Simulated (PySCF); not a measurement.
# Argon: a sound run and one with changed settings

Sound run: Ar [Ar], Ar⁺ [Ne] 3s2 3p5. Calculation: PySCF 2.14, in cc-pV(T+d)Z; no relativity, point nucleus. In the sound run the correlated levels freeze [Ne]. The sound run starts from symmetry-adapted Hartree-Fock orbitals and uses a fine grid where one is needed.

Changed run: scalar relativity by spin-free X2C-1e. This setting is unsound on purpose.

```csv
species,method,sound run (hartree),changed run (hartree),converged
Ar,UHF,-526.81313,-528.39713,yes
Ar,PBE,-527.33667,-528.91872,yes
Ar,PBE0,-527.38118,-528.96379,yes
Ar,MP2,-527.02018,-528.60429,yes
Ar,CCSD(T),-527.04546,-528.62951,yes
Ar⁺,UHF,-526.27765,-527.86225,yes
Ar⁺,PBE,-526.75973,-528.34238,yes
Ar⁺,PBE0,-526.80348,-528.38671,yes
Ar⁺,MP2,-526.44384,-528.02847,yes
Ar⁺,CCSD(T),-526.47435,-528.05887,yes
```

Ionisation energy of Ar:

```csv
method,sound run (eV),changed run (eV)
UHF,14.571,14.555
PBE,15.699,15.683
PBE0,15.720,15.703
MP2,15.683,15.669
SCS-MP2,15.580,15.566
CCSD,15.500,15.486
CCSD(T),15.541,15.528
```

Most of the change in total energy is the relativistic energy itself. On top of that the contraction fixes the core shape for the Hamiltonian it was made with, so the changed run is not a good calculation with the other Hamiltonian either.

For comparison, NIST gives 15.760 eV between the lowest levels.
